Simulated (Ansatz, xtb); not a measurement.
Two isomers of C4H8N+

Structure a: `CCC#[N+]C`, a singlet. Structure b: `CC#[N+]CC`, a singlet. Both are isolated ions in the gas phase, relaxed with B3LYP/def2-SVP.

Quicker runs give these differences E(b) − E(a): GFN2-xTB −8.9 kJ/mol; HF/STO-3G −9.4 kJ/mol (at GFN2-xTB geometries); r2SCAN-D4/def2-SVP −9.1 kJ/mol (at GFN2-xTB geometries).

Task: Estimate E(b) − E(a) at the level CCSD(T)/def2-SVP + ΔMP2/def2-TZVPP.

Result: Calculated at CCSD(T)/def2-SVP + ΔMP2/def2-TZVPP: E(b) − E(a) = −8.6 kJ/mol, so structure b lies lower.

The same difference at several levels:

| level | geometry | E(b) − E(a) (kJ/mol) | departure from the last row (kJ/mol) | job, with rough time for the two |
| --- | --- | --- | --- | --- |
| GFN2-xTB | GFN2-xTB | −8.9 | −0.3 | optimisation, 0.19 s |
| HF/STO-3G | GFN2-xTB | −9.4 | −0.9 | single point, 0.43 s |
| r2SCAN-D4/def2-SVP | GFN2-xTB | −9.1 | −0.5 | single point, 2.6 s |
| B3LYP/def2-SVP | B3LYP/def2-SVP | −8.4 | +0.2 | optimisation, 1.8 min |
| HF/def2-SVP | B3LYP/def2-SVP | −7.9 | +0.7 | part of the CCSD(T) run |
| MP2/def2-SVP | B3LYP/def2-SVP | −8.7 | −0.1 | part of the CCSD(T) run |
| CCSD(T)/def2-SVP | B3LYP/def2-SVP | −8.0 | +0.6 | single point |
| CCSD(T)/def2-SVP + ΔMP2/def2-TZVPP | B3LYP/def2-SVP | −8.6 |  | single point, 31 s |

As drawn, both hold the same kinds of bond in the same numbers.

None of the levels shown reverses the order. The largest departure from CCSD(T)/def2-SVP + ΔMP2/def2-TZVPP is that of HF/STO-3G, 0.9 kJ/mol. A small imaginary or near-zero mode remains, so no thermal terms are given. The last row adds to CCSD(T) the change of the MP2 difference between the two basis sets, here −0.6 kJ/mol.

The correlated steps freeze 5 core orbitals. Programs: Ansatz 0.2.0, xtb 6.7.1; the last row on 2 threads of Intel(R) Xeon(R) Processor @ 2.70GHz on a shared host.
